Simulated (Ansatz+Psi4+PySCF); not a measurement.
## doublet NO: levels of theory in one basis

```tsv
atom	x (Å)	y (Å)	z (Å)
N	0.0000	0.0000	-0.7313
O	0.0000	0.0000	0.6399
```

Basis set: cc-pVTZ (spherical functions). Frozen core: 2 orbitals. Correlation on ROHF uses semicanonical orbitals with singles. Charge 0, multiplicity 2.

Computed with Ansatz (development build ahead of 0.2.0) and Psi4 1.11; each method stands on the lowest determinant of its kind that the runs found.

```json
{"method": "ROHF", "E − E(ROHF) (eV)": "0.00", "<S²> of the determinant": "0.75"}
{"method": "UHF", "E − E(ROHF) (eV)": "-1.43", "<S²> of the determinant": "1.50"}
{"method": "UHF-MP2", "E − E(ROHF) (eV)": "-10.53", "<S²> of the determinant": "1.50"}
{"method": "ROHF-CCSD", "E − E(ROHF) (eV)": "-12.03", "<S²> of the determinant": "–"}
{"method": "UHF-CCSD", "E − E(ROHF) (eV)": "-12.06", "<S²> of the determinant": "1.50"}
{"method": "ROHF-CCSD(T)", "E − E(ROHF) (eV)": "-12.79", "<S²> of the determinant": "–"}
{"method": "UHF-CCSD(T)", "E − E(ROHF) (eV)": "-12.69", "<S²> of the determinant": "1.50"}
{"method": "UHF-CCSDT", "E − E(ROHF) (eV)": "-12.81", "<S²> of the determinant": "1.50"}
```

Task: What does ROHF-MP2 give on the same scale?

Result: -12.26 eV.

The restricted and unrestricted rows may stand on different electronic states: another unrestricted solution lies nearer the restricted one.

Caution for ROHF, ROHF-MP2, ROHF-CCSD, ROHF-CCSD(T): an unrestricted determinant lies well below. Caution for UHF, UHF-MP2, UHF-CCSD, UHF-CCSD(T), UHF-CCSDT: the unrestricted determinant is spin contaminated; the determinant may break the point group. Caution for ROHF-MP2, UHF-MP2, ROHF-CCSD, UHF-CCSD, ROHF-CCSD(T), UHF-CCSD(T), UHF-CCSDT: large amplitudes, a single reference is doubtful. Caution for UHF-MP2, UHF-CCSD(T): another reference gives a lower total. Caution for ROHF-CCSD, ROHF-CCSD(T): the program doubts this total.
